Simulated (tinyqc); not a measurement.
Inside a calculation. Method: extended Hueckel theory, for CO+. The parameters take no account of the charge, which enters only through the electron count. Computed by tinyqc, a small Python program that keeps every step (integrals from PySCF). Settings: charge = 1, K = 1.75, weighted = 1, multiplicity = 2. Command: `OMP_NUM_THREADS=1 python tinyqc.py 27171 27172 out.jsonl` (the two numbers bound the seeds that draw the settings). One thread of a shared host (Intel(R) Xeon(R) Processor @ 2.60GHz), about 0.01 s of CPU time with the checks.

## Overlaps

Geometry (angstrom):
```
atom       x       y       z
C     0.0000  0.0000  0.0000
O     0.0000  0.0000  1.1180
```

Parameters chosen for this run:
```
element  shell  Slater exponent  H_ii (eV)
O           2s           2.2750   -32.3000
O           2p           2.2750   -14.8000
C           2s           1.6250   -21.4000
C           2p           1.6250   -11.4000
```

Slater orbitals, each expanded in six Gaussians scaled to its exponent.

overlap S, lower triangle:
```
          1C 2s  1C 2px  1C 2py   1C 2pz   2O 2s  2O 2px  2O 2py  2O 2pz
1C 2s    1.0000
1C 2px   0.0000  1.0000
1C 2py   0.0000  0.0000  1.0000
1C 2pz   0.0000  0.0000  0.0000   1.0000
2O 2s    0.4298  0.0000  0.0000   0.5050  1.0000
2O 2px   0.0000  0.2618  0.0000   0.0000  0.0000  1.0000
2O 2py   0.0000  0.0000  0.2618   0.0000  0.0000  0.0000  1.0000
2O 2pz  -0.3334  0.0000  0.0000  -0.2952  0.0000  0.0000  0.0000  1.0000
```

## Wolfsberg-Helmholz matrix

diagonal H_ii (eV): 1C 2s -21.4000, 1C 2px -11.4000, 1C 2py -11.4000, 1C 2pz -11.4000, 2O 2s -32.3000, 2O 2px -14.8000, 2O 2py -14.8000, 2O 2pz -14.8000

K = 1.7500

H_ij = K' S_ij (H_ii + H_jj)/2 for i != j (the diagonal keeps H_ii), with K' = K + D^2 + D^4 (1 - K), D = (H_ii - H_jj)/(H_ii + H_jj), K = 1.75.

H (eV), lower triangle:
```
           1C 2s    1C 2px    1C 2py    1C 2pz     2O 2s    2O 2px    2O 2py    2O 2pz
1C 2s   -21.4000
1C 2px    0.0000  -11.4000
1C 2py    0.0000    0.0000  -11.4000
1C 2pz    0.0000    0.0000    0.0000  -11.4000
2O 2s   -20.6543    0.0000    0.0000  -21.4003  -32.3000
2O 2px    0.0000   -6.0577    0.0000    0.0000    0.0000  -14.8000
2O 2py    0.0000    0.0000   -6.0577    0.0000    0.0000    0.0000  -14.8000
2O 2pz   10.7561    0.0000    0.0000    6.8327    0.0000    0.0000    0.0000  -14.8000
```

## Orbitals

valence electrons = 9

Solve H C = S C e through S^(-1/2); fill by pairs from the bottom, a degenerate level sharing its electrons equally; each orbital has its largest coefficient positive (the first on a tie).

orbital energies (eV): -35.1463  -19.3108  -15.6880  -15.6880  -13.2471  -9.0347  -9.0347  51.1769

occupations: 2.0000  2.0000  2.0000  2.0000  1.0000  0.0000  0.0000  0.0000

coefficients:
```
           MO1      MO2      MO3     MO4      MO5      MO6      MO7      MO8
1C 2s   0.3132   0.6559   0.0000  0.0000   0.4217   0.0000   0.0000  -1.0501
1C 2px  0.0000   0.0000  -0.0651  0.3729   0.0000   0.6577   0.7055   0.0000
1C 2py  0.0000   0.0000   0.3729  0.0651   0.0000   0.7055  -0.6577   0.0000
1C 2pz  0.1238  -0.3628   0.0000  0.0000  -0.5294   0.0000   0.0000  -1.2284
2O 2s   0.7695  -0.2985   0.0000  0.0000   0.0776   0.0000   0.0000   1.2317
2O 2px  0.0000   0.0000  -0.1431  0.8194   0.0000  -0.4212  -0.4519   0.0000
2O 2py  0.0000   0.0000   0.8194  0.1431   0.0000  -0.4519   0.4212   0.0000
2O 2pz  0.0364  -0.5368   0.0000  0.0000   0.7255   0.0000   0.0000  -0.8513
```

sum of one-electron energies = -184.9131 eV

Within a degenerate level the vectors are fixed only up to a rotation; this is one choice.

## Mulliken analysis

P = C n C^T; charge = valence electrons (O 6, C 4) minus the sum of (P S)_ii on the atom; overlap population = 2 sum P_ij S_ij between two atoms.

charges: 1C 0.9299, 2O 0.0701

Overlap populations:
```
pair     value
2-1   1.376690
```
